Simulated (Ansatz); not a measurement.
Input file:

```yaml
crystal:
  periodic: [false, false, false]
  atoms:
    - {symbol: B, position_ang: [0.000000, -0.185227, 0.772970]}
    - {symbol: N, position_ang: [0.000000, 0.087426, -0.705019]}
    - {symbol: H, position_ang: [0.000000, 0.771807, 1.506451]}
basis:
  gaussian: {orbitals: 6-31G, fitting: {mean_field: def2-universal-jkfit}}
magnetization: {spin_polarized: true, initial_magnetization: 5}
correlation: {method: ccsd, electrons: outside_noble_gas}
output: {forces: true}
```

```sh
$ ansatz run in.yaml --threads 1 --pin off --events-out ev --progress --plain --max-ram 2393MiB
```

The program prints:

```
170 factors; integrals over basis functions are off by at most 5.3e-2 eV
mean field evaluation 1: about -2158.8697 eV, gradient 1.2e1 eV
mean field evaluation 2: about -2159.9934 eV, gradient 3.7e0 eV
mean field evaluation 4: about -2160.2516 eV, gradient 9.2e-1 eV
mean field evaluation 8: about -2160.2914 eV, gradient 2.7e-6 eV
mean field evaluation 16: about -2156.5008 eV, gradient 6.1e0 eV
mean field evaluation 32: about -2156.7199 eV, gradient 2.0e-2 eV
mean field -2160.29139146 eV, -79.3892443381 hartree, gradient 2.7e-6 eV, S^2 8.756637; 0 other end points of the search recorded, 0 dependent functions left out
2 core orbitals not correlated: weight in the atoms' cores, before any rotation towards them, 1.000 or more for the frozen orbitals, at most 0.000 for the correlated occupied ones
reference -2160.29139146 eV, -79.3892443381 hartree; 7, 2 occupied and 11, 16 virtual orbitals, 170 factors
second order -1.61268566 eV of doubles, -0.00000000 eV of singles
cycle   1  -1.96210049 eV  change   -3.5e-1 eV  update   5.1e-2
cycle   2  -2.15247199 eV  change   -1.9e-1 eV  update   2.8e-2
cycle   3  -2.19011385 eV  change   -3.8e-2 eV  update   1.6e-2
cycle   4  -2.19820571 eV  change   -8.1e-3 eV  update   7.7e-3
cycle   5  -2.20299004 eV  change   -4.8e-3 eV  update   3.7e-3
cycle   6  -2.20215684 eV  change    8.3e-4 eV  update   1.4e-3
cycle   7  -2.20311209 eV  change   -9.6e-4 eV  update   6.3e-4
cycle   8  -2.20299936 eV  change    1.1e-4 eV  update   2.8e-4
cycle   9  -2.20289036 eV  change    1.1e-4 eV  update   1.2e-4
cycle  10  -2.20296893 eV  change   -7.9e-5 eV  update   4.2e-5
cycle  11  -2.20298086 eV  change   -1.2e-5 eV  update   1.7e-5
cycle  12  -2.20296737 eV  change    1.3e-5 eV  update   6.9e-6
cycle  13  -2.20296424 eV  change    3.1e-6 eV  update   2.3e-6
the calculation of the forces begins
Total energy: -2162.49435570 eV, -79.4702017808 hartree
Atom 0 at     0.000000    -0.185227     0.772970 Å, force     0.000000    -2.851515     7.240101 eV/Å
Atom 1 at     0.000000     0.087426    -0.705019 Å, force     0.000000     1.972243    -6.807608 eV/Å
Atom 2 at     0.000000     0.771807     1.506451 Å, force    -0.000000     0.879271    -0.432493 eV/Å
Dipole moment:    -0.000000     0.223930    -0.584860 e Å
```

Forces (eV/Å):
```
B    0.000 -2.852  7.240
N    0.000  1.972 -6.808
H    0.000  0.879 -0.432
```

Ran on 1 thread of Arm Neoverse V1, shared host: 0.3 s wall, 0.07 GiB peak host memory.
